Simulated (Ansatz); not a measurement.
Antiferromagnetic (type II) rock-salt MnS was calculated with PBEsol (plane waves, PAW; Ansatz, a quantum-chemistry and plane-wave program).

Numerical settings: plane-wave cutoff 520 eV, 10×10×10 k mesh, Fermi–Dirac smearing 0.01 eV, spin-polarised with opposed moments, scalar-relativistic PAW data made under PBE.

Shape and atoms are relaxed at each volume.

Pressure at four volumes; x = ln(V/15.921 Å³). One pressure is withheld.

```json
[
 {"V (Å³/atom)": "15.284", "x": "-0.0408", "P (GPa)": "?"},
 {"V (Å³/atom)": "15.602", "x": "-0.0202", "P (GPa)": "1.74"},
 {"V (Å³/atom)": "15.921", "x": "0.0000", "P (GPa)": "0.00"},
 {"V (Å³/atom)": "16.557", "x": "0.0392", "P (GPa)": "-3.08"}
]
```

Question: Pass a parabola P(x) through the three rows shown, estimate the bulk modulus and its pressure derivative near zero pressure, and predict the withheld pressure.

Answer: Slopes between the rows: (0.00 − (1.74))/(0.0000 − (-0.0202)) = -86.14 and (-3.08 − (0.00))/(0.0392 − (0.0000)) = -78.57 GPa. Their difference over the span 0.0594 is c = 7.57/0.0594 = 127.4 GPa, so P(x) = 1.74 + (-86.14)(x − (-0.0202)) + 127.4 (x − (-0.0202))(x − (0.0000)). At the middle row B = −dP/dx = −[-86.14 + 127.4 × 0.0202] = 83.6 GPa, and B′ = dB/dP = 2c/B = 3.0. At x = -0.0408 the parabola gives 3.62 GPa; the run gives 3.64 GPa. The Birch–Murnaghan fit to the energies at all volumes has B0 = 83.7 GPa and B′ = 3.2.

Measured, for comparison: bulk modulus 75 ± 2 GPa (room temperature, no zero-point or thermal correction, sources range from 72.0 to 88.0; as tabulated in Sweeney, Heinz, compression of alpha-MnS (alabandite), Phys. Chem. Miner. 20 …). Computed less measured: bulk modulus +12 % (inside the range of the sources held).
